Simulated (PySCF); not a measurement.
**Bonding in `O[SiH2][PH3+]`**

Compound: H6OPSi (charge +1).
Numbering: `[OH:1][SiH2:2][PH3+:3]` (hydrogens: H4 on O1; H5, H6 on Si2; H7, H8, H9 on P3)

Structure used (GFN2-xTB), in Å, numbered top down from 1:
```
atom  x, y, z in Å
O1    -1.4407    0.9056   -0.3919
Si2   -0.9772   -0.4820    0.2477
P3     1.3059    0.0337    0.0523
H4    -2.3081    1.2641   -0.5741
H5    -1.1438   -1.6489   -0.6050
H6    -1.1815   -0.6102    1.6824
H7     1.7223    1.2305    0.5904
H8     1.8229    0.1442   -1.2189
H9     2.2138   -0.8310    0.6192
```

Bond orders from the PBE0/pcSseg-1 density (PySCF). Isolated species at its GFN2-xTB geometry (one conformer only).

Problem. How far do the computed orders between heavy atoms stray from the drawn ones?

Solution. The largest departure is 0.341, at Si2–P3 (drawn single, 0.659). Drawn single, order below 0.88: Si2–P3 (0.659). The SMILES, with its formal charges, is one Lewis structure only.

Problem. Set the Mayer orders of the bonds beside their lengths.

Solution. 
| bond | drawn as | length (Å) | Mayer order |
| --- | --- | --- | --- |
| O1–Si2 | single | 1.597 | 1.112 |
| Si2–P3 | single | 2.349 | 0.659 |
| O1–H4 | single | 0.956 | 0.900 |
| Si2–H5 | single | 1.455 | 0.911 |
| Si2–H6 | single | 1.455 | 0.912 |
| P3–H7 | single | 1.377 | 0.931 |
| P3–H8 | single | 1.377 | 0.931 |
| P3–H9 | single | 1.376 | 0.926 |

Problem. Sum the orders of all bonds at each heavy atom with more than one neighbour and set the sums beside the valence in the SMILES.

Solution. O1 2.012 (drawn 2), Si2 3.594 (drawn 4), P3 3.447 (drawn 4). Orders between atoms that aren't bonded are not in these sums.

The Mayer order sums products of elements of PS (density times overlap matrix) between the two atoms' basis functions, so it depends on the basis set.
